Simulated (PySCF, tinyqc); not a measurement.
Inside a calculation. Method: G0W0 on RHF in the sto-6g basis, for LiH, spin multiplicity 1. The lowest restricted solution is unstable here: a spin-polarised one lies 0.0192 hartree lower (PySCF). One step of it, computed by the program tinyqc.

Task: Orthogonalisation. S = U s U^T; symmetric (Loewdin) form X = U s^(-1/2) U^T, so that X^T S X = 1.

overlap S, lower triangle:
```
           1Li 1s    1Li 2s   1Li 2px   1Li 2py   1Li 2pz     2H 1s
1Li 1s   1.000000
1Li 2s   0.235742  1.000000
1Li 2px  0.000000  0.000000  1.000000
1Li 2py  0.000000  0.000000  0.000000  1.000000
1Li 2pz  0.000000  0.000000  0.000000  0.000000  1.000000
2H 1s    0.011447  0.216574  0.000000  0.000000  0.318048  1.000000
```

Give: eigenvalues of S; X.

Result:

eigenvalues of S: 0.591  0.814  1.000  1.000  1.177  1.418

X, lower triangle:
```
         1Li 1s  1Li 2s  1Li 2px  1Li 2py  1Li 2pz  2H 1s
1Li 1s    1.022
1Li 2s   -0.125   1.043
1Li 2px   0.000   0.000    1.000
1Li 2py   0.000   0.000    0.000    1.000
1Li 2pz  -0.004   0.030    0.000    0.000    1.043
2H 1s     0.016  -0.123    0.000    0.000   -0.176  1.063
```
